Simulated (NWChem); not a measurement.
NO cation

```xyz
2

N      0.0000     0.0000    -0.5721
O      0.0000     0.0000     0.5006
```
Atoms are numbered in this order, from 1.

Computed with NWChem. The geometry was optimised at B3LYP/6-31G* (spherical d). Level TPSS/def2-TZVP: single points from the atomic guess with DIIS by default; each run changes one setting, and all converged runs end within 0.3 mHa of each other.

**Question.** Which setting needs the most SCF iterations, or fails (defaults; DIIS on 3 Fock matrices; occupation smearing of 0.005 Ha; DIIS on 20 Fock matrices; no level shifting; level shift of 0.5 Ha throughout)?

**Answer.** level shift of 0.5 Ha throughout, with 15 against 7 for the defaults.
| setting | SCF iterations |
|---|---|
| defaults | 7 |
| DIIS on 3 Fock matrices | 8 |
| occupation smearing of 0.005 Ha | 7 |
| no level shifting | 7 |
| level shift of 0.5 Ha throughout | 15 |
| DIIS on 20 Fock matrices | 7 |
